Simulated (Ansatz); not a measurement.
# BeLi− (singlet): the correlation ladder at distance Li1–Be2 = 2.936 Å, aug-cc-pVTZ

The task here is to estimate one member of a computed series from the others.

Program: Ansatz 0.2.0, Gaussian basis. Level of theory: aug-cc-pVTZ, core rule «outside noble gas», up to 2 orbitals frozen. These are calculated values, not measurements.

Plan: UHF; CCSD(T) on RHF; CCSD(T) on UHF; BCCD(T) on RHF; CCSDT(Q) on RHF; CCSDT(Q) on UHF; CASSCF and NEVPT2, 4 electrons in 8 orbitals; Full CI.

44 further runs of the same task are left out: 23 for a known fault of the program, 14 that didn't finish, 7 set aside as unsound or not needed.

**The system**

The geometry derives from a PBE0/def2-TZVPD stationary point (not a proven minimum). One bond is set to the value named and the two fragments are kept rigid.

2 atoms, charge -1, spin multiplicity 1.

Atoms are counted from 1 here; the program's logs count them from 0.

No contacts short enough for the rule that draws bonds.

As a file:

```xyz
2
charge -1, multiplicity 1
Li    0.00000    0.00000    0.00000
Be    0.00000    0.00000    2.93600
```

Set-up of the first run:

Contents of in.yaml:

```yaml
crystal:
  periodic: [false, false, false]
  atoms:
    - {symbol: Li, position_ang: [0.000000, 0.000000, 0.000000]}
    - {symbol: Be, position_ang: [0.000000, 0.000000, 2.936000]}
basis:
  gaussian: {orbitals: aug-cc-pVTZ}
total_charge: -1
magnetization: {spin_polarized: true, initial_magnetization: 0}
hamiltonian: {xc: hf}
output: {orbitals: {seedname: orbitals}}
```

Launch:

```
ansatz run in.yaml --threads 1 --pin off --events-out ev --progress --plain --max-ram 2393MiB
```

Steps of the session up to this table: UHF; CCSD(T) on RHF; CCSD(T) on UHF; BCCD(T) on RHF; CCSDT(Q) on RHF; CCSDT(Q) on UHF; CASSCF and NEVPT2, 4 electrons in 8 orbitals; Full CI.

One table of the session follows, with a row left open; its other results are not shown here.

It belongs to the step «Misses and costs». 

| method | from FCI (kcal/mol) |
| --- | --- |
| RHF | +55.31 |
| UHF | +42.52 |
| RMP2 | +18.87 |
| UMP2 | +18.20 |
| RCCSD | +3.84 |
| UCCSD | +4.64 |
| RCCSD(T) | +0.90 |
| UCCSD(T) | +2.43 |
| BCCD(T) | +0.99 |
| RCCSDT | +0.30 |
| UCCSDT | +0.46 |
| RCCSDT(Q) | +0.03 |
| UCCSDT(Q) | 0.00 |
| CASSCF valence | +12.81 |
| NEVPT2 valence | ? |
| FCI | 0 |

Q: Estimate the row for NEVPT2 valence from the others.

The run gave: from FCI (kcal/mol): +4.57. In the column «from FCI (kcal/mol)» it lies between RCCSD (+3.84) and UCCSD (+4.64).

Caveats from the session: The determinant is far from a pure spin state, so its energy mixes those of several spin states (harmless only where they are near-degenerate, as at dissociation). Restricted and unrestricted rows rest on different reference determinants; where their highest levels disagree by more than a few hundredths of an eV, they describe different states and don't form one ladder.
